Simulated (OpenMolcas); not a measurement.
**SiC⁺ at 1.840 Å: OpenMolcas input and output**

Input (each module block was a call of its own in one work directory; start orbitals came from a preliminary run):

```
&GATEWAY
Coord
2
angstrom
Si 0.0 0.0 0.0
C 0.0 0.0 1.8400
Basis=ANO-RCC-VTZP
Group=XY
RX2C
AMFI
ANGMom
0.0 0.0 0.0
RICD
&SEWARD
&GUESSORB
* RASSCF and CASPT2 blocks for each multiplicity and irrep, as for the first:
&RASSCF
FileOrb=$CurrDir/o41.orb
Symmetry=1
Spin=4
nActEl=7 0 0
Inactive=4 2
RAS2=4 4
CIRoot=5 5 1
Linear
Iterations=120 100
OrbListing=Nothing
PRWF=0.15
>>COPY $Project.RasOrb $CurrDir/o41.orb
>>COPY $Project.rasscf.h5 $CurrDir/r41.h5
&CASPT2
XMultistate=all
Imaginary=0.2
IPEA=0.25
MaxIter=40
>>COPY $Project.JobMix JOB001
&RASSI
Nr of JobIphs=5 5 7 6 4 2
1 2 3 4 5
1 2 3 4 5 6 7
1 2 3 4 5 6
1 2 3 4
1 2
SpinOrbit
EJob
Omega
MEES
MESO
Properties=4
'AngMom' 3 'Mltpl  1' 1 'Mltpl  1' 2 'Mltpl  1' 3
Thrs=1.0d-4
>>COPY $Project.rassi.h5 $CurrDir/so.h5
```

```bash
pymolcas m.inp
```

C2 symmetry about the axis (a holds Σ, Δ, Γ; b holds Π, Φ, H; Σ⁺ and Σ⁻ are not told apart); roots by multiplicity and irrep: 4a 5, 2a 7, 2b 6, 4b 4, 6b 2.

RASSI part of the output, in excerpt:

```
SPIN-FREE ENERGIES:
  (Shifted by EMIN (a.u.) =       -327.1662861296)
 SF State       Relative EMIN(au)   Rel lowest level(eV)    D:o, cm**(-1)      Abs_M
     1             0.0000000000        0.0000000000              0.0000         0.0
    13             0.0449323364        1.2226711597           9861.5080         1.0
    14             0.0449323371        1.2226711788           9861.5081         1.0
     6             0.0460115133        1.2520370598          10098.3599         2.0
     7             0.0462277202        1.2579203500          10145.8119         2.0
     8             0.0518456000        1.4107906461          11378.7939         0.0
     9             0.0629591312        1.7132052377          13817.9321         0.0
    15             0.0651052063        1.7716029147          14288.9411         1.0
    16             0.0651052157        1.7716031707          14288.9432         1.0
    19             0.1145423828        3.1168570192          25139.1472         1.0
    20             0.1145423906        3.1168572308          25139.1489         1.0
     2             0.1275934252        3.4719939766          28003.5200         0.0
    17             0.1480176021        4.0277641413          32486.1087         1.0
    18             0.1480176034        4.0277641784          32486.1090         1.0
     3             0.1487592731        4.0479460391          32648.8866         2.0
     4             0.1487722680        4.0482996482          32651.7387         2.0
    10             0.1523532900        4.1457442190          33437.6822         0.0
     5             0.1523862974        4.1466423981          33444.9265         0.0
    21             0.1596086606        4.3431729109          35030.0519         1.0
    22             0.1596086664        4.3431730703          35030.0532         1.0
    23             0.1665089379        4.5309390238          36544.4878         1.0
    24             0.1665089415        4.5309391198          36544.4885         1.0
    11             0.1720070768        4.6805510047          37751.1898         2.0
    12             0.1721922615        4.6855901354          37791.8331         2.0
++ Dipole transition strengths (spin-free states):
     for osc. strength at least  1.00000000E-05
      From   To        Osc. strength     Einstein coefficients Ax, Ay, Az (sec-1)    Total A (sec-1)
         1   19       1.17118728E-04  7.04723451E+03  4.23235078E+04  0.00000000E+00  4.93707423E+04
         1   20       1.17118667E-04  4.23234615E+04  7.04726193E+03  0.00000000E+00  4.93707234E+04
         1    2       2.49772946E-03  0.00000000E+00  0.00000000E+00  1.30651040E+06  1.30651040E+06
         1   21       1.25530108E-02  8.50367941E+06  1.77108067E+06  0.00000000E+00  1.02747601E+07
         1   22       1.25530284E-02  1.77107984E+06  8.50369548E+06  0.00000000E+00  1.02747753E+07
        13    9       7.63377680E-04  5.93741796E+02  7.37679139E+03  0.00000000E+00  7.97053319E+03
        13   15       6.52401424E-05  0.00000000E+00  0.00000000E+00  8.53023821E+02  8.53023821E+02
        13   17       1.62762664E-04  0.00000000E+00  0.00000000E+00  5.55723627E+04  5.55723627E+04
        13   10       6.31580888E-05  2.16867103E+04  1.72956792E+03  0.00000000E+00  2.34162782E+04
        13   11       1.46698589E-05  7.41405151E+03  1.97186162E+02  0.00000000E+00  7.61123767E+03
        13   12       1.46935674E-05  1.97997013E+02  7.44777702E+03  0.00000000E+00  7.64577403E+03
        14    9       7.63378809E-04  7.37679950E+03  5.93744860E+02  0.00000000E+00  7.97054436E+03
        14   16       6.52401474E-05  0.00000000E+00  0.00000000E+00  8.53024623E+02  8.53024623E+02
        14   18       1.62763066E-04  0.00000000E+00  0.00000000E+00  5.55725006E+04  5.55725006E+04
        14   10       6.31572227E-05  1.72957411E+03  2.16863827E+04  0.00000000E+00  2.34159568E+04
        14   11       1.46715336E-05  1.97167686E+02  7.41493877E+03  0.00000000E+00  7.61210646E+03
        14   12       1.46931887E-05  7.44758662E+03  1.97990295E+02  0.00000000E+00  7.64557692E+03
         6   15       7.79070873E-04  7.28597706E+03  1.83975517E+03  0.00000000E+00  9.12573223E+03
         6   16       7.79036491E-04  1.83975857E+03  7.28557991E+03  0.00000000E+00  9.12533848E+03
         6   11       3.20808093E-02  0.00000000E+00  0.00000000E+00  1.63631422E+07  1.63631422E+07
         6   12       5.18342368E-05  0.00000000E+00  0.00000000E+00  2.65163527E+04  2.65163527E+04
         7   15       7.70230905E-04  1.77796400E+03  7.04105220E+03  0.00000000E+00  8.81901620E+03
         7   16       7.70229210E-04  7.04107143E+03  1.77793415E+03  0.00000000E+00  8.81900558E+03
         7   11       5.16023971E-05  0.00000000E+00  0.00000000E+00  2.62300729E+04  2.62300729E+04
         7   12       3.20672942E-02  0.00000000E+00  0.00000000E+00  1.63481953E+07  1.63481953E+07
         8   15       1.47751316E-03  8.34530381E+03  1.17890685E+00  0.00000000E+00  8.34648272E+03
         8   16       1.47754014E-03  1.17947311E+00  8.34546754E+03  0.00000000E+00  8.34664701E+03
         8   17       2.36337898E-04  6.79890074E+04  2.24404856E+03  0.00000000E+00  7.02330560E+04
         8   18       2.36342364E-04  2.24407128E+03  6.79903139E+04  0.00000000E+00  7.02343852E+04
         8   10       1.11629075E-02  0.00000000E+00  0.00000000E+00  3.62315398E+06  3.62315398E+06
         9   15       1.02177363E-05  5.99515362E-04  1.51141299E+00  0.00000000E+00  1.51201251E+00
         9   16       1.02177396E-05  1.51142649E+00  5.99771494E-04  0.00000000E+00  1.51202626E+00
        15   17       9.28114128E-05  0.00000000E+00  0.00000000E+00  2.04998742E+04  2.04998742E+04
        16   18       9.28116550E-05  0.00000000E+00  0.00000000E+00  2.04999237E+04  2.04999237E+04
        19    3       4.11506657E-04  1.32153728E+04  2.26455120E+03  0.00000000E+00  1.54799240E+04
        19    4       4.11664994E-04  2.26712926E+03  1.32305157E+04  0.00000000E+00  1.54976450E+04
        19    5       1.05948541E-04  4.16532755E+03  7.09934595E+02  0.00000000E+00  4.87526214E+03
        19   22       1.15689559E-03  0.00000000E+00  0.00000000E+00  7.54933228E+04  7.54933228E+04
        20    3       4.11506639E-04  2.26455056E+03  1.32153658E+04  0.00000000E+00  1.54799163E+04
        20    4       4.11663919E-04  1.32304609E+04  2.26713659E+03  0.00000000E+00  1.54975975E+04
        20    5       1.05948729E-04  7.09932582E+02  4.16533620E+03  0.00000000E+00  4.87526878E+03
        20   21       1.15689504E-03  0.00000000E+00  0.00000000E+00  7.54932413E+04  7.54932413E+04
         2   21       1.14665264E-03  3.12524805E+04  6.50962095E+03  0.00000000E+00  3.77621015E+04
         2   22       1.14665470E-03  6.50962032E+03  3.12525627E+04  0.00000000E+00  3.77621830E+04
        17   10       1.19678405E-04  7.00074670E+01  2.27661931E+00  0.00000000E+00  7.22840863E+01
        17   11       1.45740072E-04  2.51815878E+03  1.76671020E+02  0.00000000E+00  2.69482980E+03
        17   12       1.46870149E-04  1.80800645E+02  2.57701446E+03  0.00000000E+00  2.75781511E+03
        18   10       1.19676985E-04  2.27659680E+00  7.00065864E+01  0.00000000E+00  7.22831832E+01
        18   11       1.45747067E-04  1.76674832E+02  2.51828401E+03  0.00000000E+00  2.69495884E+03
        18   12       1.46869419E-04  2.57699685E+03  1.80804229E+02  0.00000000E+00  2.75780108E+03
         3   21       4.02771783E-05  2.65152750E+01  1.25812941E+02  0.00000000E+00  1.52328216E+02
         3   22       4.02770714E-05  1.25812701E+02  2.65152758E+01  0.00000000E+00  1.52327977E+02
         4   21       4.02287913E-05  1.25361049E+02  2.64199205E+01  0.00000000E+00  1.51780970E+02
         4   22       4.02287165E-05  2.64198953E+01  1.25360956E+02  0.00000000E+00  1.51780852E+02
         5   21       8.49922425E-05  2.45781476E+01  1.17867378E+02  0.00000000E+00  1.42445526E+02
         5   22       8.49920999E-05  1.17867313E+02  2.45782051E+01  0.00000000E+00  1.42445518E+02
 Electric-quadrupole - electric-quadrupole not included
 Electric-dipole - electric-octupole not included
 Electric-dipole - magnetic-quadrupole not included
   Eigenvalues of complex Hamiltonian:
  (Shifted by EMIN (a.u.) =       -327.1662861296)
 SO State       Relative EMIN(au)   Rel lowest level(eV)    D:o, cm**(-1)      Omega
     1            -0.0000021316        0.0000000000              0.0000         0.5
     2            -0.0000021316        0.0000000000              0.0000         0.5
     3            -0.0000014922        0.0000173981              0.1403         1.5
     4            -0.0000014922        0.0000173981              0.1403         1.5
     5             0.0448880886        1.2215251194           9852.2645         1.5
     6             0.0448880886        1.2215251194           9852.2645         1.5
     7             0.0449714654        1.2237939174           9870.5636         0.5
     8             0.0449714654        1.2237939174           9870.5636         0.5
     9             0.0460089862        1.2520262990          10098.2731         2.1
    10             0.0460089862        1.2520262990          10098.2731         2.1
    11             0.0462272007        1.2579642179          10146.1657         2.0
    12             0.0462272007        1.2579642179          10146.1657         2.0
    13             0.0518411357        1.4107271696          11378.2820         0.5
    14             0.0518411357        1.4107271696          11378.2820         0.5
    15             0.0629626567        1.7133591749          13819.1737         0.5
    16             0.0629626567        1.7133591749          13819.1737         0.5
    17             0.0650921603        1.7713059180          14286.5457         0.5
    18             0.0650921603        1.7713059180          14286.5457         0.5
    19             0.0651206357        1.7720807730          14292.7953         1.5
    20             0.0651206357        1.7720807730          14292.7953         1.5
    21             0.1145239055        3.1164122298          25135.5598         0.5
    22             0.1145239055        3.1164122298          25135.5598         0.5
    23             0.1145353304        3.1167231192          25138.0673         0.5
    24             0.1145353304        3.1167231192          25138.0673         0.5
    25             0.1145464681        3.1170261905          25140.5117         1.5
    26             0.1145464681        3.1170261905          25140.5117         1.5
    27             0.1145573428        3.1173221050          25142.8984         2.5
    28             0.1145573428        3.1173221050          25142.8984         2.5
    29             0.1275908924        3.4719830595          28003.4319         1.5
    30             0.1275908924        3.4719830595          28003.4319         1.5
    31             0.1275925224        3.4720274139          28003.7897         0.5
    32             0.1275925224        3.4720274139          28003.7897         0.5
    33             0.1479847157        4.0269272606          32479.3588         1.5
    34             0.1479847157        4.0269272606          32479.3588         1.5
    35             0.1480438531        4.0285364728          32492.3379         0.5
    36             0.1480438531        4.0285364728          32492.3379         0.5
    37             0.1483384811        4.0365537073          32557.0013         0.5
    38             0.1483384811        4.0365537073          32557.0013         0.5
    39             0.1486221308        4.0442722090          32619.2552         1.5
    40             0.1486221308        4.0442722090          32619.2552         1.5
    41             0.1489105600        4.0521207692          32682.5581         2.5
    42             0.1489105600        4.0521207692          32682.5581         2.5
    43             0.1491999954        4.0599967058          32746.0818         3.5
    44             0.1491999954        4.0599967058          32746.0818         3.5
    45             0.1520368444        4.1371913010          33368.6982         0.5
    46             0.1520368444        4.1371913010          33368.6982         0.5
    47             0.1523883192        4.1467554162          33445.8380         1.5
    48             0.1523883192        4.1467554162          33445.8380         1.5
    49             0.1527054843        4.1553859190          33515.4477         0.5
    50             0.1527054843        4.1553859190          33515.4477         0.5
    51             0.1594888416        4.3399704743          35004.2225         0.5
    52             0.1594888416        4.3399704743          35004.2225         0.5
    53             0.1595677150        4.3421167292          35021.5333         0.5
    54             0.1595677150        4.3421167292          35021.5333         0.5
    55             0.1596477263        4.3442939478          35039.0937         1.5
    56             0.1596477263        4.3442939478          35039.0937         1.5
    57             0.1597288119        4.3465003996          35056.8899         2.5
    58             0.1597288119        4.3465003996          35056.8899         2.5
    59             0.1661976170        4.5225255524          36476.6286         1.5
    60             0.1661976170        4.5225255524          36476.6286         1.5
    61             0.1663241354        4.5259682949          36504.3961         0.5
    62             0.1663241354        4.5259682949          36504.3961         0.5
    63             0.1664498541        4.5293892729          36531.9882         0.5
    64             0.1664498541        4.5293892729          36531.9882         0.5
    65             0.1665747724        4.5327884733          36559.4046         1.5
    66             0.1665747724        4.5327884733          36559.4046         1.5
    67             0.1666989445        4.5361673687          36586.6572         2.5
    68
```

Only roots inside an energy window near the equilibrium distance were included, so the list of states is not complete; labels number the states computed. Each spin and symmetry block has orbitals of its own, averaged over its own roots, so gaps between blocks are less sure than gaps within one and near the minimum can be off by tenths of an eV, in bad cases by more. No Rydberg orbitals are active, so Rydberg states, and σ→σ* states whose orbital the CASSCF left unused, can be missing between those listed. CASPT2 splits the two components of degenerate states numerically, here by up to 47 cm⁻¹. No roots were computed in block 6a (none fell in the window or the block failed), so states of that kind are missing and can lie low or lowest.
